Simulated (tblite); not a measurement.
Record of a relaxation.

Species: C₅H₁₁P.
Atom-mapped SMILES: `[CH3:1][C@@H:2]1[CH2:3][CH2:4][P:5]1[CH3:6]` (hydrogens: H7, H8, H9 on C1; H10 on C2; H11, H12 on C3; H13, H14 on C4; H15, H16, H17 on C6)

Computed with GFN2-xTB (tblite), gas phase: L-BFGS steps from a force-field or distance-geometry start until the largest atomic force falls under 0.01 eV/Å. 10 of its 159 geometries are shown.

Step 0: E = -511.0145 eV, largest atomic force 3.373 eV/Å
```
atom  x, y, z in Å  |  force x, y, z in eV/Å
C1     -0.975   -1.493   -0.298   -1.865  -0.880   0.000
C2     -0.814   -0.330    0.627   -0.265  -0.311   0.408
C3     -1.279    0.997    0.081   -2.485   0.878  -1.071
C4      0.018    1.703   -0.218    0.815   0.211   0.170
P5      0.848    0.401    0.824    1.656   1.217   2.675
C6      2.277   -0.453    0.068    1.293  -0.089  -0.847
H7     -1.997   -1.369   -0.762    0.913  -0.357   0.084
H8     -0.228   -1.551   -1.092   -0.126  -0.098   0.286
H9     -1.052   -2.414    0.326    0.475   0.371  -0.809
H10    -1.299   -0.516    1.616    0.421  -0.200  -0.576
H11    -1.888    1.542    0.838    0.306  -0.239  -0.572
H12    -1.897    0.907   -0.857    0.171  -0.004   0.828
H13     0.309    1.721   -1.276   -0.153   0.260   0.312
H14     0.063    2.693    0.292    0.309  -0.515  -0.774
H15     3.115   -0.429    0.816   -0.848  -0.007  -0.417
H16     2.113   -1.505   -0.185   -0.133   0.227  -0.087
H17     2.679    0.109   -0.809   -0.484  -0.463   0.389
```

Step 18: E = -511.7549 eV, largest atomic force 0.150 eV/Å
```
atom  x, y, z in Å  |  force x, y, z in eV/Å
C1     -0.930   -1.495   -0.287    0.056  -0.028  -0.016
C2     -0.805   -0.318    0.664   -0.078   0.041   0.006
C3     -1.273    1.017    0.055   -0.012   0.044  -0.006
C4      0.107    1.653   -0.122    0.002  -0.005  -0.018
P5      0.872    0.471    1.116   -0.001   0.011   0.073
C6      2.143   -0.382    0.067   -0.008  -0.062  -0.001
H7     -1.924   -1.484   -0.732   -0.056  -0.006   0.026
H8     -0.212   -1.464   -1.101    0.070   0.095  -0.059
H9     -0.816   -2.437    0.239    0.110  -0.086   0.052
H10    -1.344   -0.568    1.581   -0.074   0.018   0.043
H11    -1.876    1.576    0.766   -0.055   0.060   0.035
H12    -1.840    0.919   -0.870   -0.038  -0.035  -0.042
H13     0.510    1.478   -1.118   -0.004   0.059  -0.067
H14     0.166    2.715    0.109    0.038   0.027   0.034
H15     3.059   -0.479    0.643    0.062  -0.014   0.077
H16     1.792   -1.375   -0.189    0.034  -0.126  -0.074
H17     2.365    0.185   -0.832   -0.044   0.004  -0.063
```

Step 35: E = -511.8034 eV, largest atomic force 0.103 eV/Å
```
atom  x, y, z in Å  |  force x, y, z in eV/Å
C1     -0.877   -1.464   -0.281    0.013  -0.011  -0.040
C2     -0.856   -0.289    0.677   -0.005  -0.006  -0.025
C3     -1.292    1.045    0.041    0.054  -0.009   0.007
C4      0.109    1.650   -0.108   -0.004   0.030  -0.021
P5      0.850    0.439    1.124   -0.014   0.096   0.034
C6      2.099   -0.450    0.062   -0.060  -0.015   0.011
H7     -1.890   -1.645   -0.643   -0.013   0.011   0.099
H8     -0.252   -1.261   -1.147   -0.007  -0.044  -0.028
H9     -0.522   -2.366    0.218   -0.003   0.008  -0.075
H10    -1.424   -0.542    1.578   -0.004  -0.004  -0.015
H11    -1.904    1.637    0.724   -0.002  -0.073  -0.029
H12    -1.835    0.929   -0.900    0.022   0.015   0.068
H13     0.516    1.506   -1.108    0.014   0.034  -0.020
H14     0.194    2.701    0.161   -0.001   0.027   0.000
H15     3.030   -0.507    0.624   -0.016   0.004  -0.028
H16     1.769   -1.459   -0.165    0.021  -0.075   0.043
H17     2.280    0.088   -0.867    0.005   0.012   0.019
```

Step 53: E = -511.8203 eV, largest atomic force 0.045 eV/Å
```
atom  x, y, z in Å  |  force x, y, z in eV/Å
C1     -0.867   -1.458   -0.302   -0.004  -0.022  -0.005
C2     -0.837   -0.285    0.663    0.020  -0.020  -0.011
C3     -1.276    1.048    0.028   -0.007  -0.010   0.010
C4      0.117    1.677   -0.105   -0.006  -0.004   0.030
P5      0.852    0.460    1.129   -0.034   0.011  -0.007
C6      2.077   -0.475    0.087   -0.004  -0.002  -0.015
H7     -1.901   -1.707   -0.541   -0.002   0.028   0.002
H8     -0.354   -1.218   -1.232    0.006   0.007   0.022
H9     -0.406   -2.341    0.138   -0.002   0.009   0.008
H10    -1.408   -0.548    1.559   -0.011   0.019  -0.033
H11    -1.902    1.623    0.709   -0.022  -0.003  -0.001
H12    -1.813    0.932   -0.914    0.008   0.003   0.001
H13     0.538    1.570   -1.106   -0.003  -0.006   0.040
H14     0.174    2.724    0.192    0.023   0.001  -0.016
H15     3.031   -0.480    0.612    0.018   0.024  -0.008
H16     1.755   -1.504   -0.045    0.017  -0.036   0.022
H17     2.211   -0.005   -0.883    0.004   0.000  -0.039
```

Step 70: E = -511.8419 eV, largest atomic force 0.749 eV/Å
```
atom  x, y, z in Å  |  force x, y, z in eV/Å
C1     -0.906   -1.448   -0.348   -0.016  -0.017   0.017
C2     -0.853   -0.295    0.638   -0.015  -0.009  -0.003
C3     -1.238    1.059    0.009    0.002  -0.027  -0.028
C4      0.165    1.683    0.004   -0.030  -0.020  -0.023
P5      0.835    0.382    1.184    0.066  -0.014  -0.047
C6      2.053   -0.497    0.094    0.371  -0.222  -0.255
H7     -1.948   -1.697   -0.549   -0.001   0.007  -0.045
H8     -0.436   -1.171   -1.289    0.016  -0.061  -0.003
H9     -0.421   -2.340    0.042    0.041   0.028   0.032
H10    -1.451   -0.551    1.518   -0.062   0.017  -0.021
H11    -1.940    1.620    0.626    0.043  -0.024   0.002
H12    -1.663    0.963   -0.993   -0.059   0.001   0.083
H13     0.632    1.608   -0.977    0.076   0.085  -0.008
H14     0.213    2.716    0.345    0.034  -0.007   0.030
H15     3.046   -0.019    0.252   -0.655  -0.321  -0.172
H16     2.130   -1.559    0.411   -0.047   0.657  -0.203
H17     1.774   -0.441   -0.978    0.236  -0.073   0.643
```

Step 88: E = -511.8797 eV, largest atomic force 0.012 eV/Å
```
atom  x, y, z in Å  |  force x, y, z in eV/Å
C1     -0.898   -1.461   -0.350   -0.003   0.002   0.004
C2     -0.863   -0.295    0.623    0.002   0.001   0.002
C3     -1.230    1.068    0.003    0.002  -0.003  -0.001
C4      0.174    1.689    0.014    0.001   0.001   0.002
P5      0.829    0.369    1.181    0.001  -0.002   0.003
C6      2.037   -0.505    0.080    0.000   0.009  -0.005
H7     -1.933   -1.698   -0.597   -0.011   0.001  -0.001
H8     -0.380   -1.224   -1.275   -0.001   0.001   0.000
H9     -0.442   -2.346    0.089    0.003  -0.001   0.003
H10    -1.482   -0.545    1.490    0.002   0.004   0.000
H11    -1.916    1.624    0.642   -0.006  -0.005  -0.007
H12    -1.678    0.993   -0.989    0.008  -0.007  -0.002
H13     0.663    1.659   -0.960    0.005   0.004  -0.001
H14     0.222    2.708    0.396   -0.003   0.003   0.006
H15     2.984    0.030    0.147    0.004   0.005   0.000
H16     2.189   -1.515    0.455   -0.003  -0.011  -0.004
H17     1.718   -0.538   -0.959   -0.003  -0.001   0.003
```

Step 105: E = -511.8814 eV, largest atomic force 0.043 eV/Å
```
atom  x, y, z in Å  |  force x, y, z in eV/Å
C1     -0.914   -1.472   -0.334    0.002   0.013   0.011
C2     -0.858   -0.295    0.625   -0.005   0.012  -0.010
C3     -1.211    1.059   -0.022    0.001   0.001  -0.007
C4      0.184    1.700    0.050   -0.011   0.006   0.000
P5      0.839    0.354    1.186   -0.029  -0.006   0.021
C6      2.032   -0.503    0.058   -0.008   0.016   0.015
H7     -1.954   -1.696   -0.568   -0.010  -0.029  -0.001
H8     -0.405   -1.246   -1.267    0.006  -0.009  -0.004
H9     -0.460   -2.358    0.105   -0.008  -0.009   0.017
H10    -1.482   -0.522    1.496    0.008   0.010  -0.011
H11    -1.945    1.614    0.560    0.018  -0.010   0.017
H12    -1.598    0.959   -1.038    0.016   0.010  -0.003
H13     0.699    1.724   -0.910    0.006   0.007   0.001
H14     0.203    2.700    0.481   -0.008   0.011  -0.005
H15     2.965    0.058    0.084    0.017   0.013  -0.001
H16     2.223   -1.500    0.450    0.003  -0.035  -0.024
H17     1.677   -0.566   -0.967    0.000  -0.001  -0.015
```

Step 123: E = -511.9529 eV, largest atomic force 0.164 eV/Å
```
atom  x, y, z in Å  |  force x, y, z in eV/Å
C1     -1.055   -1.631   -0.093    0.029  -0.021  -0.076
C2     -0.848   -0.287    0.579   -0.007  -0.011   0.002
C3     -0.977    0.992   -0.269   -0.003   0.017   0.025
C4      0.223    1.743    0.337   -0.033  -0.047   0.023
P5      0.875    0.197    1.191    0.139   0.067  -0.055
C6      1.952   -0.380   -0.208    0.004  -0.055   0.083
H7     -2.104   -1.770   -0.358    0.020   0.007   0.062
H8     -0.472   -1.714   -1.008    0.047   0.042   0.004
H9     -0.749   -2.441    0.572   -0.079   0.089  -0.021
H10    -1.509   -0.215    1.448   -0.034  -0.037   0.027
H11    -1.933    1.506   -0.135    0.087  -0.039  -0.100
H12    -0.840    0.789   -1.333   -0.008   0.016   0.076
H13     0.925    2.175   -0.378   -0.078   0.026   0.017
H14    -0.070    2.515    1.050   -0.010  -0.055  -0.022
H15     2.899    0.149   -0.113    0.029   0.054  -0.031
H16     2.159   -1.442   -0.108   -0.064  -0.057   0.025
H17     1.518   -0.175   -1.182   -0.039   0.003  -0.039
```

Step 140: E = -511.9702 eV, largest atomic force 0.040 eV/Å
```
atom  x, y, z in Å  |  force x, y, z in eV/Å
C1     -1.070   -1.628   -0.072    0.013   0.006   0.003
C2     -0.828   -0.284    0.585    0.003   0.013   0.010
C3     -0.927    0.972   -0.294   -0.006   0.005  -0.002
C4      0.210    1.749    0.381   -0.020   0.033  -0.009
P5      0.907    0.197    1.182    0.012   0.022   0.004
C6      1.943   -0.377   -0.245    0.008  -0.026   0.016
H7     -2.117   -1.722   -0.358    0.003   0.006  -0.009
H8     -0.462   -1.743   -0.967    0.009  -0.010   0.007
H9     -0.828   -2.435    0.617    0.000  -0.002  -0.001
H10    -1.490   -0.179    1.452    0.000  -0.022   0.005
H11    -1.899    1.468   -0.274    0.001   0.006  -0.003
H12    -0.688    0.743   -1.332   -0.015  -0.004  -0.017
H13     0.886    2.281   -0.286    0.010  -0.002   0.013
H14    -0.154    2.444    1.138    0.001  -0.012   0.006
H15     2.884    0.169   -0.209   -0.006   0.002  -0.001
H16     2.161   -1.436   -0.120   -0.009  -0.020  -0.008
H17     1.465   -0.209   -1.206   -0.006   0.004  -0.011
```

Step 158: E = -511.9722 eV, largest atomic force 0.007 eV/Å
```
atom  x, y, z in Å  |  force x, y, z in eV/Å
C1     -1.048   -1.625   -0.070    0.000   0.000   0.000
C2     -0.822   -0.281    0.591    0.001   0.001   0.000
C3     -0.937    0.975   -0.288    0.001   0.001   0.001
C4      0.204    1.758    0.374   -0.003   0.006   0.000
P5      0.912    0.212    1.178   -0.004  -0.002   0.000
C6      1.935   -0.384   -0.250    0.001  -0.004   0.002
H7     -2.084   -1.710   -0.398   -0.001   0.001   0.000
H8     -0.407   -1.751   -0.940    0.002   0.000   0.001
H9     -0.842   -2.432    0.631    0.001  -0.004  -0.001
H10    -1.484   -0.190    1.459    0.001  -0.002   0.000
H11    -1.910    1.467   -0.254    0.001   0.001   0.000
H12    -0.715    0.746   -1.330    0.002  -0.002   0.002
H13     0.875    2.292   -0.296    0.000   0.001  -0.003
H14    -0.157    2.451    1.134    0.002   0.000   0.000
H15     2.898    0.122   -0.203   -0.002   0.001   0.001
H16     2.106   -1.454   -0.138    0.001  -0.001   0.000
H17     1.469   -0.182   -1.211   -0.002   0.002  -0.004
```

Question: Summarise the path.

Answer: The energy falls by 0.9577 eV from step 0 to step 158; nine tenths of that is first reached at step 79. It rises by more than 0.2 meV at steps 64, 67, 70, 110, 113 and 119. The largest force goes from 3.373 to 0.007 eV/Å. Among the bonds C2–P5 changes most, from 1.826 to 1.897 Å; the atoms move by 0.771 Å rms after alignment.

Question: Follow the three bonds and two angles with the largest change from start to end.

Answer: 
| step | E above end (eV) | largest force (eV/Å) | C2–P5 (Å) | C1–H7 (Å) | C3–H12 (Å) | C2–P5–C6 (°) | C4–P5–C6 (°) |
| --- | --- | --- | --- | --- | --- | --- | --- |
| 0 | 0.9577 | 3.373 | 1.826 | 1.129 | 1.126 | 118.6 | 116.3 |
| 7 | 0.3811 | 0.379 | 1.900 | 1.098 | 1.099 | 111.8 | 109.6 |
| 14 | 0.2451 | 0.287 | 1.922 | 1.095 | 1.093 | 107.1 | 103.3 |
| 21 | 0.2072 | 0.147 | 1.912 | 1.091 | 1.090 | 106.0 | 100.7 |
| 27 | 0.1879 | 0.132 | 1.906 | 1.088 | 1.090 | 106.2 | 100.8 |
| 34 | 0.1708 | 0.112 | 1.905 | 1.092 | 1.094 | 106.6 | 101.3 |
| 41 | 0.1569 | 0.083 | 1.904 | 1.088 | 1.091 | 104.7 | 102.3 |
| 48 | 0.1535 | 0.047 | 1.902 | 1.090 | 1.090 | 104.4 | 102.6 |
| 55 | 0.1505 | 0.127 | 1.905 | 1.090 | 1.090 | 104.6 | 102.4 |
| 62 | 0.1346 | 0.155 | 1.903 | 1.091 | 1.093 | 104.8 | 101.8 |
| 69 | 0.1175 | 0.107 | 1.901 | 1.091 | 1.091 | 104.6 | 101.6 |
| 76 | 0.0994 | 0.142 | 1.901 | 1.089 | 1.091 | 103.8 | 101.0 |
| 82 | 0.0930 | 0.037 | 1.901 | 1.090 | 1.091 | 103.9 | 100.9 |
| 89 | 0.0924 | 0.012 | 1.901 | 1.090 | 1.091 | 104.0 | 100.9 |
| 96 | 0.0920 | 0.025 | 1.901 | 1.090 | 1.091 | 103.9 | 100.9 |
| 103 | 0.0912 | 0.026 | 1.901 | 1.090 | 1.091 | 103.8 | 100.8 |
| 110 | 0.0894 | 0.218 | 1.902 | 1.092 | 1.097 | 103.6 | 100.0 |
| 117 | 0.0470 | 0.172 | 1.906 | 1.090 | 1.092 | 102.6 | 98.4 |
| 124 | 0.0171 | 0.123 | 1.894 | 1.089 | 1.091 | 101.8 | 96.7 |
| 131 | 0.0045 | 0.052 | 1.894 | 1.089 | 1.090 | 101.0 | 97.2 |
| 137 | 0.0025 | 0.044 | 1.897 | 1.090 | 1.090 | 101.1 | 97.7 |
| 144 | 0.0011 | 0.038 | 1.897 | 1.090 | 1.089 | 100.6 | 98.1 |
| 151 | 0.0003 | 0.018 | 1.897 | 1.090 | 1.090 | 100.4 | 98.3 |
| 158 | 0.0000 | 0.007 | 1.897 | 1.090 | 1.090 | 100.5 | 98.2 |

What follows is the cost of the whole relaxation. Hardware: Arm Neoverse V1, one thread, shared host with 32 logical CPUs at a one-minute load of 13. Cost: 0.92 s of wall time.
